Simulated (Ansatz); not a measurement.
Relaxing Al

Level of theory: DFT r2SCAN, scalar-relativistic, plane waves, PAW in Ansatz. Cutoff 500 eV, Γ-centred k mesh, Gaussian smearing, no spin polarisation in the final step.

The start puts Al on the samarium (9R) structure type (R-3m, No. 166), at a guessed volume.

```xyz
3
Lattice="1.5080 0.8707 7.2882 -1.5080 0.8707 7.2882 0.0000 -1.7413 7.2882" Properties=species:S:1:pos:R:3 pbc="T T T"
Al    0.0000    0.0000    0.0000
Al    0.0000    0.0000    4.8587
Al    0.0000    0.0000   17.0058
```

Cell and atoms relax at zero pressure; the relaxation can't lower the symmetry of the start. After a coarse first stage the cell is made exact in the group found at 0.06 Å.

Energies count from the standard state of Al at the same level.

(1) Describe the relaxed structure.

(2) What are its volume, energy, density and gap?

Results:

(1) It keeps R-3m (No. 166). The result has the samarium (9R) structure. Conventional cell: a = 2.825 Å, c = 20.860 Å. Al on Wyckoff site a (1 atom of the primitive cell) has 12 Al at 2.82–2.83 Å; Al on Wyckoff site c (2 atoms of the primitive cell) is coordinated by 12 Al at 2.82–2.85 Å.

```cif
data_structure
_symmetry_space_group_name_H-M 'R-3m:H'
_symmetry_Int_Tables_number 166
_cell_length_a 2.8247
_cell_length_b 2.8247
_cell_length_c 20.8599
_cell_angle_alpha 90.000
_cell_angle_beta 90.000
_cell_angle_gamma 120.000
_cell_volume 144.14
loop_
_atom_site_label
_atom_site_type_symbol
_atom_site_symmetry_multiplicity
_atom_site_Wyckoff_symbol
_atom_site_fract_x
_atom_site_fract_y
_atom_site_fract_z
_atom_site_occupancy
Al1 Al 3 a 0.00000 0.00000 0.00000 1
Al2 Al 6 c 0.33333 0.66667 0.88922 1
```

(2) The volume per atom is 16.02 Å³, the density is 2.80 g/cm³ and the energy over the standard structure is 0.03 eV/atom. The gap on the 18×18×18 mesh is 0 eV (a metal).

The final run used a 18×18×18 mesh on its 3-atom cell and 0.10 eV smearing. For metals, differences of a few meV/atom aren't resolved. A structure relaxed within its symmetry needn't be a true minimum. The steps took roughly 4 core-minutes in all.